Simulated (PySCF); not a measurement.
PySCF input file for hydrazine (H₄N₂), SMILES NN, B3LYP/pcSseg-2. The structure is a stationary point at B3LYP-D3(BJ)/def2-TZVP.

```python
import numpy as np
from pyscf import gto, scf, dft
from pyscf.prop.nmr import rks as nmr

mol = gto.M(
    atom='''
    N     0.70827043    0.09781509    0.07364962
    N    -0.70827043   -0.09781504    0.07364969
    H     1.14414998   -0.78157358    0.31859663
    H     1.06001880    0.38610690   -0.83414408
    H    -1.14414998    0.78157380    0.31859609
    H    -1.06001881   -0.38610747   -0.83414381
    ''',
    basis='pcSseg-2',
    charge=0,
    spin=0,
    max_memory=1600,
    verbose=3,
)
mf = dft.RKS(mol, xc='b3lyp')
mf.grids.level = 3
mf.conv_tol = 1e-10
mf.max_cycle = 100
mf.kernel()
n = nmr.NMR(mf)
n.verbose = 2
n.max_cycle_cphf = 60
sigma = n.kernel()
print('atom   isotropic/ppm   span/ppm')
for i, s in enumerate(sigma):
    w = np.linalg.eigvalsh((s + s.T) / 2)
    print(f'{mol.atom_symbol(i):2s}{i + 1:3d} {w.mean():14.3f} {w[2] - w[0]:11.3f}')
```

Program output:

```
converged SCF energy = -111.923946786989
atom   isotropic/ppm   span/ppm
N   1        193.932     109.267
N   2        193.932     109.267
H   3         28.861      14.177
H   4         28.861      15.295
H   5         28.861      14.177
H   6         28.861      15.295
```

The calculation finished and met its thresholds.
